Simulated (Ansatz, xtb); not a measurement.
## Two isomers of C3H3NOS

We compare a, `N#C[C@@H]1O[C@@H]1S`, a singlet, with b, `N#C[C@@]1(S)CO1`, a singlet. Both are isolated molecules in the gas phase, relaxed with B3LYP-D3(BJ)/def2-SVP; the shapes shown needn't be the lowest conformers.

a (Å):

```csv
atom,x (Å),y (Å),z (Å)
C,-0.4424,2.1363,1.3965
C,0.6607,1.4047,0.8054
C,0.5232,0.7411,-0.5186
N,-1.3101,2.7040,1.9126
O,1.2457,1.9347,-0.3832
S,-0.9693,0.8752,-1.5258
H,1.3752,0.9980,1.5336
H,1.1242,-0.1608,-0.7003
H,-1.3651,-0.4006,-1.3070
```

b (Å):

```csv
atom,x (Å),y (Å),z (Å)
C,0.7286,-0.1480,0.5043
C,0.2418,1.1431,0.0471
C,-1.0245,1.6871,0.5835
N,1.1374,-1.1743,0.8541
O,0.2333,2.1645,1.0279
S,0.6989,1.5655,-1.6486
H,2.0350,1.5060,-1.4378
H,-1.5978,1.0911,1.3036
H,-1.5993,2.3720,-0.0527
```

Energies in hartree; the thermal terms are from B3LYP-D3(BJ)/def2-SVP harmonic frequencies (ideal gas, rigid rotor, one conformer each, 298.15 K, 1 atm) and include the zero-point energy:

|  | a | b |
| --- | --- | --- |
| E, CCSD(T)/def2-SVP | −642.723379 | −642.727104 |
| E, MP2/def2-SVP | −642.656273 | −642.660569 |
| E, MP2/def2-TZVPP | −643.292657 | −643.294917 |
| zero-point energy | 0.054935 | 0.055067 |
| H(298 K) − E | 0.062162 | 0.062124 |
| G(298 K) − E | 0.024292 | 0.025011 |

**Question.** Correct the CCSD(T) difference for the basis set by the MP2 change, then work out ΔE, ΔE₀, ΔH and ΔG for a → b in kcal/mol (1 Eh = 627.51 kcal/mol) and the equilibrium ratio [b]/[a].

**Answer.** 1. Differences b − a: CCSD(T) −0.003725, MP2 in the small set −0.004296, MP2 in the large set −0.002260 Eh.
2. ΔE = −0.003725 + (−0.002260 − (−0.004296)) = −0.001689 Eh = −1.06 kcal/mol.
3. ΔE₀ = ΔE + ΔZPE = −0.001689 + (+0.000132) Eh = −0.98 kcal/mol.
4. ΔH = ΔE + (−0.000038) Eh = −1.08 kcal/mol.
5. ΔG = ΔE + (+0.000719) Eh = −0.61 kcal/mol, so ΔS = (ΔH − ΔG)/T = −6.7 J/(mol K).
6. kT = 0.9442 mEh, so K = [b]/[a] = exp(−ΔG/kT) = exp(+1.03) ≈ 2.8.

The two are too close for this level to say which is favoured. An error of 1 kcal/mol in ΔG would change K by a factor of 5.4. Mirror images and further conformers aren't counted.

As drawn, both hold the same kinds of bond in the same numbers.

Other levels gave ΔE = −1.8 (GFN2-xTB); −0.8 (HF/STO-3G, GFN2-xTB geometries); −1.5 (r2SCAN-D4/def2-SVP, GFN2-xTB geometries); −1.3 (B3LYP-D3(BJ)/def2-SVP); −0.9 (HF/def2-SVP); −2.7 (MP2/def2-SVP); −2.3 (CCSD(T)/def2-SVP) kcal/mol. The correlated steps freeze 10 core orbitals. Programs: Ansatz 0.2.0, xtb 6.7.1.
